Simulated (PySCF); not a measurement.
A first-order proton ENDOR spectrum was simulated from computed couplings for a radical in fast tumbling at B = 3345.0 mT (W band).

Class means under 0.5 MHz are left out. Line positions in MHz: 89.87, 113.06, 139.59, 140.01, 144.83, 145.25, 171.78, 194.98.

Problem. What is the proton Larmor frequency at this field?

Solution. νH = 5.58569 × 7.62259 MHz/T × 3.3450 T = 142.42 MHz.

Problem. Pair the lines and read off the couplings.

Solution. ν± = |νn ± a/2|, one line for each electron-spin manifold; νn = |g_N| × 7.62259 MHz/T × B. A pair with |a| < 2νn is centred on νn and split by |a|; one with |a| > 2νn is centred on |a|/2 and split by 2νn.

```csv
lower line,upper line,centred on,|a| (MHz)
89.87,194.98,νn,105.11
113.06,171.78,νn,58.72
139.59,145.25,νn,5.67
140.01,144.83,νn,4.82
```

Species: C5H7O (doublet state).
Atom-mapped SMILES: `[CH:1]1[CH2:2][O:3][C:4]12[CH2:5][CH2:6]2` (hydrogens: H7 on C1; H8, H9 on C2; H10, H11 on C5; H12, H13 on C6)

Structure used (GFN2-xTB), in Å, numbered top down from 1:
```xyz
13
C5H7O angstrom
C      0.954   -0.240   -0.874
C      1.902    0.118    0.210
O      0.797    0.402    1.080
C     -0.114    0.036    0.052
C     -1.450    0.724   -0.128
C     -1.410   -0.697    0.337
H      1.035   -0.698   -1.833
H      2.530   -0.691    0.605
H      2.529    1.004    0.052
H     -1.694    1.487    0.594
H     -1.764    0.932   -1.139
H     -1.624   -0.897    1.375
H     -1.695   -1.479   -0.349
```

Problem. This is the radical. Which protons give which coupling, and how does each split the EPR lines?

Solution. 105.1 MHz (computed sign +): H8/H9, β, 2 bonds from C1, a 1:2:1 triplet of 3.750 mT; 58.7 MHz (computed sign −): H7, α, 1 bond from C1, a 1:1 doublet of 2.095 mT; 5.7 MHz (computed sign −): H11/H13, γ, 3 bonds from C1, a 1:2:1 triplet of 0.202 mT; 4.8 MHz (computed sign +): H10/H12, γ, 3 bonds from C1, a 1:2:1 triplet of 0.172 mT. To first order the positions of ENDOR lines don't depend on how many nuclei share a coupling.

Level of theory: UKS B3LYP, pcH-1 on C H O, non-relativistic, mean-field spin-orbit, GIAO in PySCF 2.14.0. Geometry: GFN2-xTB; no solvent, vibrations or thermal averaging. A GFN2-xTB geometry isn't a minimum of the functional, and hyperfine couplings can be far from their values at a DFT geometry. The SCF solution wasn't tested for stability.

Means are taken over nuclei equivalent by connectivity, which assumes that they swap fast.

Largest spin populations (Mulliken): C1 (+0.94), C6 (+0.09), C4 (-0.09) and C5 (+0.09). C1 is the only atom above +0.15. The positive populations add up to 1.20 and the negative ones to -0.20, together 2S = 1. The angles at C1 add up to 358.8°, so it is planar; its axial dipolar tensor and the negative coupling of its proton fit spin in a p orbital normal to that plane.
